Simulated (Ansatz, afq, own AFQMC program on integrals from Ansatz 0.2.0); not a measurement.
## Atomization energy of Si$_{2}$H$_{2}$, singlet

```xyz
4

Si    0.0000    0.0641    1.0054
Si    0.0000   -0.0046   -1.0948
H     0.0000   -0.3818    2.4302
H     0.0000   -1.2748    0.0623
```

Connectivity, by distances: SiH–Si, 1 bridging H.

Atoms in their ground-state spins without spin–orbit coupling (mostly on UHF) minus the molecule (RHF), without zero-point energy. The geometry is a stationary point, not shown to be a minimum.

Basis cc-pVDZ. Noble-gas cores (and the filled d shells of Ga–Kr and In–Xe) are frozen. AFQMC by an in-house program on the Cholesky factors that Ansatz 0.2.0 writes for its CCSD(T) run. The CISD trial takes its coefficients from CCSD amplitudes. Released means that phaseless walkers are propagated on without the constraint, phases kept. Free AFQMC starts from the CCSD state and is never constrained. Its projection time is finite, and what remains of the start isn't in its error. Error bars are statistical, one sigma. The errors of all members are added in quadrature.

No full CI on the walks' own integrals is used here; CCSDT(Q) serves as the reference and is uncertain by about the last step of the cluster series. Each member takes its own surest rung, up to full CI.

The best estimate is CCSD(T) at the basis-set limit (CBS: def2-TZVPP and def2-QZVPP, with their diffuse functions for anions and beside diffuse sets, CCSD(T) itself extrapolated) plus the step from CCSD(T) to CCSDT(Q) in cc-pVDZ. Rows without CBS are in cc-pVDZ; B2PLYP and the wave-function rows carry a basis error of their own. Core correlation and relativity beyond core potentials are missing, and ± holds the sampling alone.

Cautions: Si₂H₂ (singlet): higher spins were not checked, restricted determinant unstable towards unrestricted (UHF 56 meV lower, ⟨S²⟩ 0.34), its ph-AFQMC/CISD value lies 38 ± 16 meV above CCSDT(Q).

```
level  atomization energy (eV)
  MP2                    8.385
   HF                    5.638
 CCSD                    8.230
```

Question: From these cheaper values, estimate the atomization energy at the level of the best estimate.

Answer: 9.740 eV (best estimate, highest rung CCSDT(Q)).

```tsv
level	atomization energy (eV)	error against the best estimate (eV)
CCSD(T)	8.490	-1.250
CCSDT	8.503	-1.237
CCSDT(Q)	8.529	-1.212
ph-AFQMC/CISD	8.498 ± 0.016	-1.243 ± 0.016
released AFQMC	8.531 ± 0.020	-1.210 ± 0.020
free AFQMC	8.525 ± 0.016	-1.216 ± 0.016
HF/CBS	5.975	-3.765
MP2/CBS	9.591	-0.150
CCSD(T)/CBS	9.703	-0.038
```

Correlation beyond CCSD(T) adds 0.038 eV. Going to the basis-set limit adds 1.213 eV at CCSD(T). The perturbative (T) step is worth +0.260 eV.

Best estimates are given only where the step beyond CCSD(T) is under 0.3 eV and no member's determinant is very poor (T1 over 0.05, or 0.07 for open shells, ⟨S²⟩ too high by 0.3, two states mixed), so the hardest cases are missing from such tables.

CCSDT and higher add their correlation energy to the determinant of the CCSD(T) run, since their own runs factorise the integrals more tightly (a shift of under 2 meV). Free projections are given only where their last times agree within the noise and don't stop above the reference; a slow remainder of the start can still hide under it. Each member of a difference takes its own highest rung, so a best estimate needn't equal the limit plus the step of one row. A walk keeps the symmetry of its determinant, which the program's search chose and which needn't be the lowest solution, so a lower state of the same spin and another symmetry isn't excluded. Released energies are given only where the last usable release times agree within the noise; a slower fall can still hide under it.
